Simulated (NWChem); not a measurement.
The numbers come from NWChem runs, not from measurements. System: C₂H₆O, charge 0, spin multiplicity 3, at the geometry of a parent with another charge or spin, in a state set for the comparison that need not be this species' ground state. Its SCF solution wasn't tested for a lower state. Level: UB3LYP/def2-SVP, VWN1-RPA local correlation.

Part of the output:

```
             Northwest Computational Chemistry Package (NWChem) 7.3.0
             --------------------------------------------------------

                                NWChem Input Module
                                -------------------

 Scaling coordinates for geometry "geometry" by  1.889725989
 (inverse scale =  0.529177249)

 Turning off AUTOSYM since
 SYMMETRY directive was detected!

                             Geometry "geometry" -> ""
                             -------------------------

 Output coordinates in angstroms (scale by  1.889725989 to convert to a.u.)

  No.       Tag          Charge          X              Y              Z
 ---- ---------------- ---------- -------------- -------------- --------------
    1 C                    6.0000    -1.16107900     0.00000000    -0.18806400
    2 O                    8.0000     0.00000000     0.00000000     0.57779000
    3 C                    6.0000     1.16107900     0.00000000    -0.18806400
    4 H                    1.0000    -1.23304200    -0.89523100    -0.83951400
    5 H                    1.0000    -1.23304200     0.89523100    -0.83951400
    6 H                    1.0000    -2.02146000     0.00000000     0.49625600
    7 H                    1.0000     1.23304200    -0.89523100    -0.83951400
    8 H                    1.0000     2.02146000     0.00000000     0.49625600
    9 H                    1.0000     1.23304200     0.89523100    -0.83951400

 Effective nuclear repulsion energy (a.u.)      84.3016847105

            Nuclear Dipole moment (a.u.)
            ----------------------------
        X                 Y               Z
 ---------------- ---------------- ----------------
     0.0000000000     0.0000000000     0.0000151178

      Symmetry information
      --------------------

 Group name             C2v
 Group number             16
 Group order               4
 No. of unique centers     4

      Symmetry unique atoms

     1    2    4    6


 Summary of "ao basis" -> "" (spherical)
 ------------------------------------------------------------------------------
       Tag                 Description            Shells   Functions and Types
 ---------------- ------------------------------  ------  ---------------------
 *                          def2-svp                  on all atoms

                                 NWChem DFT Module
                                 -----------------

 Summary of "ao basis" -> "ao basis" (spherical)
 ------------------------------------------------------------------------------
       Tag                 Description            Shells   Functions and Types
 ---------------- ------------------------------  ------  ---------------------
 C                          def2-svp                 6       14   3s2p1d
 O                          def2-svp                 6       14   3s2p1d
 H                          def2-svp                 3        5   2s1p

 Summary of "ao basis" -> "ao basis" (spherical)
 ------------------------------------------------------------------------------
       Tag                 Description            Shells   Functions and Types
 ---------------- ------------------------------  ------  ---------------------
 C                          def2-svp                 6       14   3s2p1d
 O                          def2-svp                 6       14   3s2p1d
 H                          def2-svp                 3        5   2s1p

      Symmetry analysis of basis
      --------------------------

        a1         26
        a2         11
        b1         22
        b2         13

            General Information
            -------------------
          SCF calculation type: DFT
          Wavefunction type:  spin polarized.
          No. of atoms     :     9
          No. of electrons :    26
           Alpha electrons :    14
            Beta electrons :    12
          Charge           :     0
          Spin multiplicity:     3
          Use of symmetry is: on ; symmetry adaption is: on
          Maximum number of iterations: 100
          AO basis - number of functions:    72
                     number of shells:    36
          Convergence on energy requested:  1.00D-06
          Convergence on density requested:  1.00D-05
[...]
   Bfn.  Coefficient  Atom+Function         Bfn.  Coefficient  Atom+Function
  ----- ------------  ---------------      ----- ------------  ---------------
    44      1.049385  4 H  s                 49     -1.049385  5 H  s
    59      1.049385  7 H  s                 69     -1.049385  9 H  s
     8      0.796349  1 C  py                36      0.796349  3 C  py
     5      0.310906  1 C  py                33      0.310906  3 C  py
    22     -0.215992  2 O  py                19     -0.118264  2 O  py

                     DFT Final Beta Molecular Orbital Analysis
                     -----------------------------------------

 Vector   10  Occ=1.000000D+00  E=-4.123756D-01  Symmetry=a2
              MO Center= -7.3D-15, -1.7D-15, -4.6D-01, r^2= 2.6D+00
   Bfn.  Coefficient  Atom+Function         Bfn.  Coefficient  Atom+Function
  ----- ------------  ---------------      ----- ------------  ---------------
     5      0.345857  1 C  py                33     -0.345857  3 C  py
    43     -0.219777  4 H  s                 48      0.219777  5 H  s
    58      0.219777  7 H  s                 68     -0.219777  9 H  s
     8      0.161317  1 C  py                36     -0.161317  3 C  py
    44     -0.064750  4 H  s                 49      0.064750  5 H  s

 Vector   11  Occ=1.000000D+00  E=-4.073502D-01  Symmetry=b1
              MO Center=  1.7D-17, -4.7D-16,  1.6D-02, r^2= 3.3D+00
   Bfn.  Coefficient  Atom+Function         Bfn.  Coefficient  Atom+Function
  ----- ------------  ---------------      ----- ------------  ---------------
    53      0.284277  6 H  s                 63     -0.284277  8 H  s
     4     -0.254776  1 C  px                32     -0.254776  3 C  px
     6      0.230541  1 C  pz                34     -0.230541  3 C  pz
    54      0.128400  6 H  s                 64     -0.128400  8 H  s
    18      0.126623  2 O  px                43     -0.114203  4 H  s

 Vector   12  Occ=1.000000D+00  E=-3.864065D-01  Symmetry=a1
              MO Center=  1.5D-15, -7.7D-16,  1.1D-01, r^2= 2.5D+00
   Bfn.  Coefficient  Atom+Function         Bfn.  Coefficient  Atom+Function
  ----- ------------  ---------------      ----- ------------  ---------------
    20      0.409071  2 O  pz                23      0.275949  2 O  pz
     6     -0.274472  1 C  pz                34     -0.274472  3 C  pz
    53     -0.198407  6 H  s                 63     -0.198407  8 H  s
    17      0.144256  2 O  s                 43      0.129569  4 H  s
    48      0.129569  5 H  s                 58      0.129569  7 H  s

 Vector   13  Occ=0.000000D+00  E=-2.425116D-01  Symmetry=b2
              MO Center=  7.6D-15,  8.3D-16,  6.1D-02, r^2= 2.0D+00
   Bfn.  Coefficient  Atom+Function         Bfn.  Coefficient  Atom+Function
  ----- ------------  ---------------      ----- ------------  ---------------
    19      0.541265  2 O  py                22      0.422486  2 O  py
    43      0.187342  4 H  s                 48     -0.187342  5 H  s
    58      0.187342  7 H  s                 68     -0.187342  9 H  s
     5     -0.158958  1 C  py                33     -0.158958  3 C  py
    44      0.141266  4 H  s                 49     -0.141266  5 H  s

 Vector   14  Occ=0.000000D+00  E= 5.283652D-02  Symmetry=a1
              MO Center= -9.3D-16,  6.0D-16, -5.4D-01, r^2= 5.9D+00
   Bfn.  Coefficient  Atom+Function         Bfn.  Coefficient  Atom+Function
  ----- ------------  ---------------      ----- ------------  ---------------
     3      1.406128  1 C  s                 31      1.406128  3 C  s
    44     -0.780014  4 H  s                 49     -0.780014  5 H  s
    59     -0.780014  7 H  s                 69     -0.780014  9 H  s
    54     -0.679248  6 H  s                 64     -0.679248  8 H  s
     7     -0.416129  1 C  px                35      0.416129  3 C  px

 Vector   15  Occ=0.000000D+00  E= 8.987096D-02  Symmetry=a1
              MO Center= -4.2D-16, -1.6D-17, -3.0D-02, r^2= 4.5D+00
   Bfn.  Coefficient  Atom+Function         Bfn.  Coefficient  Atom+Function
  ----- ------------  ---------------      ----- ------------  ---------------
    17      1.340165  2 O  s                  3     -1.082085  1 C  s
    31     -1.082085  3 C  s                 54      0.674632  6 H  s
    64      0.674632  8 H  s                  9     -0.535558  1 C  pz
    37     -0.535558  3 C  pz                 7     -0.398191  1 C  px
    35      0.398191  3 C  px                23     -0.367185  2 O  pz

   alpha - beta orbital overlaps
   -----------------------------

   alpha      1      2      3      4      5      6      7      8      9     10
    beta      1      2      3      4      5      6      9      7      8     10
 overlap   1.000  1.000  1.000  0.999  1.000  0.999  0.960  0.999  0.998  1.000

   alpha     11     12     13     14     15     16     17     18     19     20
    beta     11     12     13     14     15     16     18     17     19     20
 overlap   1.000  0.998  0.960  0.978  0.944  0.993  0.999  0.956  0.998  1.000

   alpha     21     22     23     24     25     26     27     28     29     30
    beta     21     22     23     24     25     26     27     28     29     30
 overlap   0.994  1.000  1.000  1.000  0.997  0.999  0.989  0.999  0.962  0.962

   alpha     31     32     33     34     35     36     37     38     39     40
    beta     31     32     33     34     35     36     37     38     39     40
 overlap   0.955  1.000  0.970  0.985  1.000  1.000  0.997  1.000  1.000  1.000

   alpha     41     42     43     44     45     46     47     48     49     50
    beta     41     42     43     44     45     46     47     48     49     50
 overlap   0.998  1.000  1.000  1.000  1.000  0.999  0.999  1.000  1.000  0.997

   alpha     51     52     53     54     55     56     57     58     59     60
    beta     51     52     53     54     55     56     57     58     59     60
 overlap   1.000  1.000  0.996  1.000  1.000  1.000  0.999  0.999  0.999  0.999

   alpha     61     62     63     64     65     66     67     68     69     70
    beta     61     62     63     65     64     66     67     68     69     70
 overlap   1.000  0.996  1.000  0.999  0.995  0.983  1.000  0.983  0.994  0.999

   alpha     71     72
    beta     71     72
 overlap   0.995  1.000

     --------------------------
     Expectation value of S2:
     --------------------------
      <S2> =      2.0043 (Exact =     2.0000)

 center of mass
 --------------
 x =   0.00000000 y =   0.00000000 z =   0.09621078

 moments of inertia (a.u.)
 ------------------
          45.129962628800           0.000000000000           0.000000000000
           0.000000000000         200.433327320169           0.000000000000
           0.000000000000           0.000000000000         178.378433819616

     Multipole analysis of the density
     ---------------------------------

     L   x y z        total         alpha         beta         nuclear
     -   - - -        -----         -----         ----         -------
     0   0 0 0     -0.000000    -14.000000    -12.000000     26.000000

     1   1 0 0     -0.000000     -0.000000      0.000000      0.000000
     1   0 1 0      0.000000      0.000000     -0.000000      0.000000
     1   0 0 1      0.249047      0.631786     -0.382755      0.000015

     2   2 0 0    -14.925569    -66.776467    -56.821677    108.672575
     2   1 1 0      0.000000      0.000000      0.000000      0.000000
     2   1 0 1      0.000000      0.000000      0.000000      0.000000
     2   0 2 0    -18.598947    -19.286911    -10.759990     11.447954
     2   0 1 1     -0.000000     -0.000000      0.000000      0.000000
     2   0 0 2    -17.999307    -24.117160    -16.761321     22.879174

 Task  times  cpu:        5.9s     wall:        5.9s

 Total times  cpu:        5.9s     wall:        5.9s
```

**Question.** Write an NWChem input that would produce this output.

**Answer.** Several could match; the one computed here: 
```
start mol
memory heap 200 mb stack 900 mb global 1100 mb
geometry units angstroms nocenter noautoz
  C     -1.161079     0.000000    -0.188064
  O      0.000000     0.000000     0.577790
  C      1.161079     0.000000    -0.188064
  H     -1.233042    -0.895231    -0.839514
  H     -1.233042     0.895231    -0.839514
  H     -2.021460     0.000000     0.496256
  H      1.233042    -0.895231    -0.839514
  H      2.021460     0.000000     0.496256
  H      1.233042     0.895231    -0.839514
  symmetry group C2v
end
basis spherical
  * library def2-svp
end
dft
  xc b3lyp
  odft
  mult 3
  semidirect memsize 60000000 filesize 0
  iterations 100
end
task dft energy
```
